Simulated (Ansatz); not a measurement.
Gas-phase reaction in SMILES: O (H2O) -> [OH-] + H+

Quantity: gas-phase deprotonation energy (enthalpy at 298 K), in kcal/mol. Conventions: 6-311+G** with 5d; non-relativistic; six Cartesian d functions in 6-31G* and its kin unless marked 5d; LANL2DZ all-electron up to Ne; no spin-orbit coupling; frozen cores in correlated levels. CBS(X,Y): correlation extrapolated as X^-3; Hartree-Fock from the larger set. Ab initio and DFT rows: single points at B3LYP-D3(BJ) geometries (Ansatz, an electronic-structure program), with unscaled harmonic terms from B3LYP/6-31G* at its own minima. Anions need diffuse functions, which STO-3G, LANL2DZ, def2-SVP, cc-pVDZ and Pople sets without + lack.

Measured values: Active Thermochemical Tables 1.112 (ions: stationary electron), as tabulated in the package chemicals; they hold spin-orbit and core effects, anharmonicity. 

Value to compare with, the measured value: 390.3 kcal/mol.

```csv
level,program,gas-phase deprotonation energy (enthalpy at 298 K) (kcal/mol),error
MP2/STO-3G,Ansatz,573.3,183.0
MP2/3-21G,Ansatz,451.9,61.6
MP2/LANL2DZ,Ansatz,404.4,14.1
MP2/6-31G*,Ansatz,421.8,31.5
MP2/6-311+G**,Ansatz,391.0,0.7
"CCSD(T)/CBS(aug-cc-pVTZ,aug-cc-pVQZ)",Ansatz,390.0,-0.3
```

Among the 5 habitual levels, MP2/STO-3G lies farthest from the measured value (183.0 kcal/mol) and MP2/6-311+G** nearest (0.7); 5 of 5 lie above it, and their mean absolute error is 58.2 kcal/mol, the median 31.5. One case shows no general order.

The sets are all those run for this method; runs whose electronic state is in doubt are left out.
